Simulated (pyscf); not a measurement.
Thermochemistry of product channels of F–Sn:–F [singlet] + H₂O on the singlet surface, in kcal/mol, from ωB97M-D3(BJ)/def2-TZVP energies (ideal gas, 1 atm, RRHO with modes under 100 cm⁻¹ raised to 100, one conformer, R ln 2 for rigid chiral ones). Structures and frequencies: ωB97X-D3(BJ)/def2-SVP in PySCF.

```
products         ΔE  ΔH(298 K)  ΔG(600 K)  ΔG(1200 K)
--------------  ---  ---------  ---------  ----------
O=Sn(F)–F + H₂  ___      +72.8      +76.7       +78.8
HO–SnH(F)–F     ___       +6.9      +26.5       +44.2
```

Q: What belongs in the gaps?

A: 
- O=Sn(F)–F + H₂, ΔE: +77.7
- HO–SnH(F)–F, ΔE: +8.1

These are energies of the channels, which say nothing of barriers. Elements past Kr carry the def2 core potentials, without spin-orbit coupling.
